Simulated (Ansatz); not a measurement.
# C₂H₇N: vertical ionisation energy

The task here is to estimate one member of a computed series from the others.

Method: unrestricted cation, the program's frozen cores in correlated methods; program: Ansatz 0.2.0, Gaussian basis.

Levels to be run: UKS PBE-D4/def2-TZVPP; UKS r2SCAN-D4/def2-TZVPP; UKS PBE0-D4/def2-TZVPP; UKS B3LYP-D4/def2-TZVPP; UKS wB97X-V/def2-TZVPP; UKS wB97M-V/def2-TZVPP; UKS B2PLYP/def2-TZVPP; UHF-CCSD(T)/def2-TZVPP; UHF-CCSD(T)/def2-QZVPP; extrapolation to the limit; then −ε(HOMO) from the neutral's earlier runs with LDA (SPW92), PBE-D4, revPBE-D4, BLYP-D4, r2SCAN-D4, B97M-V, PBE0-D4, B3LYP-D4, r2SCANh-D4, r2SCAN0-D4, HSE06-D4, BHLYP-D4, CAM-B3LYP-D4, LC-ωPBE, ωB97X-V, ωB97M-V.

## The geometry

An earlier PBE0-D4 in a triple-zeta def2 set relaxation fixed the geometry.

SMILES `CCN`, 10 atoms, charge 0, spin multiplicity 1.

Atoms are counted from 1 here; the program's logs count them from 0.

Bond lengths: C1–C2 1.521 Å, C1–H4 1.094 Å, C1–H5 1.094 Å, C1–H6 1.094 Å, C2–N3 1.454 Å, C2–H7 1.095 Å, C2–H8 1.095 Å, N3–H9 1.013 Å, N3–H10 1.013 Å. Angles: C2–C1–H4 111.5°, C2–C1–H5 110.9°, C2–C1–H6 110.9°, H4–C1–H5 107.8°, H4–C1–H6 107.8°, H5–C1–H6 107.7°, C1–C2–N3 115.8°, C1–C2–H7 109.6°, C1–C2–H8 109.6°, N3–C2–H7 107.7°, N3–C2–H8 107.7°, H7–C2–H8 105.8°, C2–N3–H9 110.3°, C2–N3–H10 110.3°, H9–N3–H10 106.5°.

The first run:

File in.yaml:

```yaml
crystal:
  periodic: [false, false, false]
  atoms:
    - {symbol: C, position_ang: [-0.785979, 0.492976, -0.521084]}
    - {symbol: C, position_ang: [0.079083, -0.652705, -0.017992]}
    - {symbol: N, position_ang: [1.196786, -0.274940, 0.831438]}
    - {symbol: H, position_ang: [-1.603423, 0.130892, -1.151568]}
    - {symbol: H, position_ang: [-0.194785, 1.198594, -1.112370]}
    - {symbol: H, position_ang: [-1.227034, 1.045490, 0.313915]}
    - {symbol: H, position_ang: [0.480853, -1.211487, -0.869257]}
    - {symbol: H, position_ang: [-0.539271, -1.362763, 0.540364]}
    - {symbol: H, position_ang: [0.864226, 0.220959, 1.650181]}
    - {symbol: H, position_ang: [1.812745, 0.361785, 0.339472]}
basis:
  gaussian: {orbitals: def2-TZVPP}
total_charge: 1
magnetization: {spin_polarized: true, initial_magnetization: 1}
hamiltonian: {xc: pbe, dispersion: d4}
```

Command:

```sh
> ansatz run in.yaml --threads 2 --pin off --events-out ev --progress --plain --max-ram 32768MiB --backend cpu
```

Steps of the session up to this table: Cation, UKS PBE-D4/def2-TZVPP; Cation, UKS r2SCAN-D4/def2-TZVPP; Cation, UKS PBE0-D4/def2-TZVPP; Cation, UKS B3LYP-D4/def2-TZVPP; Cation, UKS wB97X-V/def2-TZVPP; Cation, UKS wB97M-V/def2-TZVPP; Cation, UKS B2PLYP (frozen core)/def2-TZVPP; Cation, UHF-CCSD(T)/def2-TZVPP; Cation, UHF-CCSD(T)/def2-QZVPP.

One of the session's tables, all rows but one given; the rest of the session is left out.

Orbital estimates, from the neutral's runs:

| functional | −ε(HOMO) (eV) |
| --- | --- |
| LDA (SPW92) | 5.44 |
| PBE-D4 | 5.32 |
| revPBE-D4 | 5.28 |
| BLYP-D4 | 5.23 |
| r2SCAN-D4 | 5.63 |
| B97M-V | 5.81 |
| PBE0-D4 | 6.82 |
| B3LYP-D4 | 6.59 |
| r2SCANh-D4 | ? |
| r2SCAN0-D4 | 7.03 |
| HSE06-D4 | 6.41 |
| BHLYP-D4 | 8.26 |
| CAM-B3LYP-D4 | 8.29 |
| LC-ωPBE | 9.67 |
| ωB97X-V | 9.32 |
| ωB97M-V | 9.24 |

**Question.** Estimate the row for r2SCANh-D4.

Worked estimate for «−ε(HOMO) (eV)». Against the share of exact exchange, r2SCAN-D4 (0, 5.63), r2SCAN0-D4 (0.25, 7.03) give a slope of 5.60 per unit share; at 0.1 the line stands at 6.19.

The run gave: −ε(HOMO) (eV): 6.19. In «−ε(HOMO) (eV)» the line misses by 0.00.
